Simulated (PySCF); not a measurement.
## Unknown: peak-picked proton spectrum

Formula C$_{6}$H$_{5}$F. The spectrum was simulated from the full spin Hamiltonian at 300 MHz with 1.0 Hz Lorentzian lines, from shifts rounded to 0.01 ppm and J to 0.1 Hz, couplings under 1 Hz left out.

```tsv
region	integral (H)	ppm	Hz	height
1	2	7.660	2298.2	5
1		7.651	2295.3	24
1		7.645	2293.6	13
1		7.633	2289.8	29
1		7.621	2286.2	48
1		7.603	2280.8	49
1		7.600	2279.9	41
1		7.596	2278.7	26
1		7.590	2277.0	42
1		7.577	2273.2	20
1		7.572	2271.6	38
1		7.562	2268.7	7
2	3	7.381	2214.2	23
2		7.378	2213.3	40
2		7.374	2212.3	28
2		7.349	2204.6	65
2		7.344	2203.1	26
2		7.331	2199.2	15
2		7.323	2196.9	61
2		7.320	2196.0	79
2		7.291	2187.2	86
2		7.287	2186.2	100
2		7.258	2177.4	40
2		7.255	2176.5	44
2		7.244	2173.3	5
```

- NMR shieldings at B97-2/pcSseg-2/GIAO
- J: B3LYP/pcJ-2 (spin–dipole term only in couplings to heteroatoms)
- coordinates at the PBE0-D3(BJ)/def2-TZVP level
- program: PySCF
- no solvent, non-relativistic, equivalent nuclei averaged, a single conformation

References, each an isolated molecule treated in the same way: ¹H vs TMS.

(1) Analyse the multiplets.

(2) What is the compound?

## Answers

(1) ¹H NMR (300 MHz, computed): δ 7.61 (ddd, J = 9.9, 8.8, 5.4 Hz, 2H), 7.35 (tt, J = 8.8, 1.0 Hz, 1H), 7.29 (ddd, J = 9.9, 9.8, 1.0 Hz, 2H). These are first-order names from the parameters used; overlap and second-order distortion can hide them in the list.

(2) `Fc1ccccc1`.

Atom-mapped SMILES (the numbers label the heavy atoms): `[F:1][c:2]1[cH:3][cH:4][cH:5][cH:6][cH:7]1`. Hydrogens are named by the atom that carries them.

1. δ 7.61: H(C4)/H(C6), hydrogen on an aromatic CH, coupled to H(C3)/H(C7) (9.9 Hz), H(C5) (8.8 Hz), F1 (5.4 Hz).
2. δ 7.35: H(C5), hydrogen on an aromatic CH, coupled to H(C4)/H(C6) (8.8 Hz), H(C3)/H(C7) (1.0 Hz).
3. δ 7.29: H(C3)/H(C7), hydrogen on an aromatic CH, coupled to H(C4)/H(C6) (9.9 Hz), F1 (9.8 Hz), H(C5) (1.0 Hz).

This is the structure that produced the data.

Multiplet labels drop couplings under 1 Hz and merge nearly equal ones. Couplings among chemically equivalent protons are left out too, so labels in AA′BB′ or AA′XX′ sets are apparent multiplicities.
